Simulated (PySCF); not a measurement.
C4H3OS (doublet state).
Cartesian coordinates in Å at the GFN2-xTB level; atoms count from 1:
```
atom  x, y, z in Å
S1     2.822   -0.279    0.296
C2     1.154   -0.172    0.129
C3     0.339    0.929   -0.127
C4    -0.973    0.445   -0.163
C5    -0.886   -0.906    0.068
O6     0.383   -1.283    0.244
H7     0.680    1.935   -0.263
H8    -1.868    1.006   -0.336
H9    -1.638   -1.668    0.127
```

Identity: `[S]c1ccco1` [radical].

Level of theory: UKS B3LYP, pcH-1 on C H O S, non-relativistic, mean-field spin-orbit, GIAO (PySCF). Geometry: GFN2-xTB; no solvent, vibrations or thermal averaging. Couplings are sensitive to structure, and on GFN2-xTB geometries they can be far from those on DFT ones, by a factor of two or more for some ions and for spin on atoms past the first row.

Output of the driver script. The program numbers atoms from 0.

```
UKS, coarse grid
  cycle   1  E = -627.54158143  |g| = 3.88e-01
  cycle   2  E = -627.44540053  |g| = 6.19e-01
  cycle   3  E = -627.61015673  |g| = 7.89e-02
  cycle   4  E = -627.61242953  |g| = 4.75e-02
  cycle   5  E = -627.61369305  |g| = 1.29e-02
  cycle   6  E = -627.61383083  |g| = 6.98e-03
  cycle   7  E = -627.61386950  |g| = 3.53e-03
  cycle   8  E = -627.61387950  |g| = 1.94e-03
  cycle   9  E = -627.61388082  |g| = 2.67e-04
UKS, final grid
  cycle   1  E = -627.61389493  |g| = 3.42e-04
  cycle   2  E = -627.61389484  |g| = 6.30e-04
  cycle   3  E = -627.61389500  |g| = 5.73e-05
  cycle   4  E = -627.61389501  |g| = 5.37e-05
  cycle   5  E = -627.61389501  |g| = 1.56e-05
E = -627.61389501 Eh   <S^2> = 0.7665 (exact 0.7500)
g shifts (ppm)      1          2          3
  rmc          -200       -200       -200
  gc             -9         42         44
  oz_so           4       7100      61123
  total        -204       6942      60968
hyperfine (MHz)  atom isotope    a_iso     a_fc   dipolar eigenvalues
    0   33S      12.93      12.93    -57.64    -57.03    114.67
    1   13C     -21.13     -21.13     -3.19      0.27      2.91
    2   13C      21.42      21.42    -22.36    -21.97     44.32
    3   13C     -18.86     -18.86     -8.86      4.32      4.54
    4   13C      26.51      26.51    -26.20    -24.69     50.89
    5   17O       2.81       2.81     -1.94      0.53      1.41
    6    1H     -19.11     -19.11     -9.61     -1.71     11.32
    7    1H       2.86       2.86     -2.40      0.20      2.20
    8    1H     -22.27     -22.27    -12.40     -0.85     13.25
```

Question: The run flagged its g tensor. What set off the flag, and which results does it touch?

Answer: The largest g shift is +0.061, past the limit of 0.03 at which the run flags a species of elements up to argon. The orbital-Zeeman/spin–orbit term is second order, a sum of spin–orbit matrix elements over excitation energies, so it grows and becomes less reliable as an excited state comes close; a shift of this size calls for a check with another method. The contact and dipolar couplings don't rest on that expansion, but they belong to the state that the SCF found, and a close-lying state with the spin in another orbital would have other couplings; no stability test was run. The run left out the spin–orbit part of the hyperfine coupling.

Question: Where is the spin in this solution (atoms counted from 1)?

Answer: The Mulliken spin populations are largest on S1 (+0.63), C5 (+0.29), C3 (+0.28) and C4 (-0.09). Three atoms exceed +0.15. ⟨S²⟩ = 0.7665 against the exact 0.7500, 2.2 % above the value of a pure doublet state. 

Question: Average a_iso over equivalent nuclei, turn it into first-order splittings with g = 2.0023, and give the multiplets for abundant isotopes (0.05 mT or more).

Answer: 
| nuclei (from 1) | isotope | I | position | a_iso (MHz) | \|a\| (mT) | splits into |
| --- | --- | --- | --- | --- | --- | --- |
| H9 | 1H | 1/2 | 4 bonds from S1, on C5 of spin population +0.29 | -22.3 | 0.79 | 1:1 doublet |
| H7 | 1H | 1/2 | 3 bonds from S1, on C3 of spin population +0.28 | -19.1 | 0.68 | 1:1 doublet |
| H8 | 1H | 1/2 | 4 bonds from S1 | 2.9 | 0.10 | 1:1 doublet |
